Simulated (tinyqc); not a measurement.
Ways to converge the cycle: SCF convergence aids in the sto-3g basis, for CH2, spin multiplicity 3. Computed by the program tinyqc with PySCF. UHF with one setting changed at a time; a run stops when the energy changes by less than 1e-09 hartree and the error matrix is below 1e-5. The start is random orbitals. Damping d keeps d of the old density; a shift (hartree) raises the virtual levels; DIIS n extrapolates F over n matrices.

Geometry (angstrom):

| atom | x | y | z |
|---|---|---|---|
| C | 0.0000 | 0.0000 | 0.0000 |
| H | 0.0000 | 1.3220 | 0.5960 |
| H | 0.0000 | -1.3220 | 0.5960 |

lowest solution found by these runs and by PySCF with stability checks = -38.300005 hartree

Largest element of the error matrix X^T (FDS - SDF) X:

| iteration | plain | damping 0.3 | damping 0.6 | shift 0.4 | DIIS 3 | DIIS 8 |
|---|---|---|---|---|---|---|
| 1 | 2.5e+00 | 2.5e+00 | 2.5e+00 | 2.5e+00 | 2.5e+00 | 2.5e+00 |
| 2 | 2.1e-01 | 8.9e-01 | 1.6e+00 | 3.1e-01 | 2.1e-01 | 2.1e-01 |
| 3 | 1.1e-01 | 3.1e-01 | 9.9e-01 | 1.4e-01 | 1.0e-01 | 1.0e-01 |
| 4 | 8.3e-02 | 1.1e-01 | 6.2e-01 | 1.1e-01 | 7.9e-02 | 7.9e-02 |
| 5 | 5.7e-02 | 7.9e-02 | 3.9e-01 | 8.5e-02 | 3.2e-02 | 2.9e-02 |
| 6 | 3.6e-02 | 6.1e-02 | 2.4e-01 | 8.5e-02 | 2.2e-02 | 2.2e-02 |
| 8 | 1.5e-02 | 3.3e-02 | 9.3e-02 | 8.8e-02 | 1.0e-02 | 1.2e-02 |
| 10 | 1.0e-02 | 1.7e-02 | 4.9e-02 | 7.4e-02 | 2.8e-03 | 1.2e-03 |
| 14 | 5.6e-03 | 9.3e-03 | 2.4e-02 | 3.3e-02 | 1.5e-04 | 1.5e-05 |
| 20 | 2.7e-03 | 5.0e-03 | 1.1e-02 | 1.2e-02 | 6.9e-06 | - |
| 30 | 7.9e-04 | 2.2e-03 | 5.7e-03 | 4.7e-03 | - | - |
| 45 | 1.2e-04 | 6.1e-04 | 2.8e-03 | 1.3e-03 | - | - |
| 60 | 1.9e-05 | 1.7e-04 | 1.4e-03 | 3.8e-04 | - | - |

How each run ends:

| run | iterations | E (hartree) | state |
|---|---|---|---|
| plain | >60 | -38.300005 | falls steadily but slowly, by a factor of about 0.88 a step |
| damping 0.3 | >60 | -38.300004 | falls steadily but slowly, by a factor of about 0.92 a step |
| damping 0.6 | >60 | -38.299905 | falls steadily but slowly, by a factor of about 0.95 a step |
| shift 0.4 | >60 | -38.299998 | falls steadily but slowly, by a factor of about 0.92 a step |
| DIIS 3 | 21 | -38.300005 | lowest found |
| DIIS 8 | 18 | -38.300005 | lowest found |

What does the comparison show, and why?

2 of 6 runs reach the lowest solution found, in 18 to 21 iterations (fastest: DIIS 8). Not converged: plain, damping 0.3, damping 0.6, shift 0.4. DIIS 3 and DIIS 8 gain by cancelling the error over several earlier matrices, much as a quasi-Newton step does.
